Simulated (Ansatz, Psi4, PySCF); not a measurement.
Species: C₅H₄N, net charge 0, doublet state. SMILES: [c]1ccncc1
Geometry: optimised at B3LYP-D3(BJ)/def2-TZVP (Ansatz, a quantum-chemistry and plane-wave program).

Quantity: atomisation energy, in kcal/mol. Set-up: spin-orbit terms left out; non-relativistic; 6-31G* and kin with 6d, 5d where marked; open shells spin-unrestricted; atomisation electronic, to ground-state atoms; no dispersion term unless named. Ab initio and DFT rows: single points at B3LYP-D3(BJ) geometries (Ansatz).

| level | program | atomisation energy (kcal/mol) |
|---|---|---|
| SVWN5/6-31G* | Ansatz | 1317.3 |
| PBE/3-21G | Ansatz | 1147.6 |
| PBE/6-31G* | Ansatz | 1174.0 |
| B3LYP/STO-3G | Ansatz | 1232.2 |
| B3LYP/6-31G* | Ansatz | 1117.9 |
| wB97X-D/6-31G* | Psi4 | 1120.2 |
| B3PW91/6-31G* (5d) | PySCF | 1131.7 |
| r2SCAN-D4/def2-TZVPD | Ansatz + dftd4 | 1133.4 |
| B3LYP/def2-TZVPD | Ansatz | 1118.3 |
| B3LYP-D3(BJ)/def2-TZVPD | Ansatz + dftd3 | 1128.3 |

No value to compare with is used here. The 7 habitual levels span 1117.9 (B3LYP/6-31G*) to 1317.3 kcal/mol (SVWN5/6-31G*); B3LYP/def2-TZVPD gives 1118.3.

The levels are drawn from those run, B3LYP/6-31G* more often than the rest, none by its result; runs whose electronic state is in doubt are left out.
